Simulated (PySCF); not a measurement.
C3H4FN.
SMILES with atom numbers: `[CH3:1][C@@H:2]([F:3])[C:4]#[N:5]` (hydrogens: H6, H7, H8 on C1; H9 on C2)

Linear response at CAM-B3LYP/def2-SVPD (PySCF, frozen core in the response, non-relativistic). Isolated species at its PBE0-D3(BJ)/def2-SVP geometry, gas phase.

Static isotropic polarisability: 41.34 au (6.13 Å³), principal values 35.1, 37.5, 51.4 au.

**Question.** What is the polarisability at 1064 nm and at the sodium D line?

**Answer.** 41.60 au at 1064 nm (+0.6 %), 42.19 au at 589.3 nm (+2.1 %). The rise at 589.3 nm is 3.32 times that at 1064 nm; a pure ω² law gives 3.26. The lowest singlet lies at 171 nm, shorter than both wavelengths.

**Question.** What is the isotropic C6 coefficient between two such molecules, C6 = (3/π)∫α(iω)² dω?

**Answer.** 797.2 au (Eh·bohr⁶) by a ten-point quadrature over imaginary frequencies, which is 476 eV·Å⁶ or 46 J·nm⁶/mol.

**Question.** Which effective excitation energy ω̄ makes London's formula C6 = (3/4)α²ω̄ exact here?

**Answer.** ω̄ = 4·C6/(3α²) = 0.622 Eh = 16.9 eV. A one-pole form α(ω) = α/(1 − ω²/ω̄²) fitted to the 1064 nm value gives 14.8 eV. London's choice of the ionisation energy (12.43 eV, ΔSCF at the same level) gives C6 = 585 au, 27 % too low.

**Question.** What n − 1 at the D line would an ideal gas of it have at 273.15 K and 1 atm (2.6868 × 10¹⁹ cm⁻³), by n − 1 = 2π·N·α′?

**Answer.** 10.56 × 10⁻⁴, a formal value whether or not that pressure can be reached.

**Question.** How many electrons N does the Slater–Kirkwood formula C6 = (3/4)·√N·α^(3/2) need to give this C6?

**Answer.** N = (4·C6/3)²/α³ = 16.0; the species has 38 electrons in all.

**Question.** What molar refraction at the D line follows from R = (4π/3)·N_A·α′, with α′ the polarisability volume?

**Answer.** α′ = 6.25 Å³ gives R = 15.77 cm³/mol, for isolated, non-vibrating species.

Time: 33 s wall; peak memory 0.61 GiB. Hardware: one thread of an Intel Xeon at 2.50 GHz, no GPU, shared host with 64 logical CPUs at a one-minute load of 57. This is the whole response run at CAM-B3LYP/def2-SVPD, SCF included.
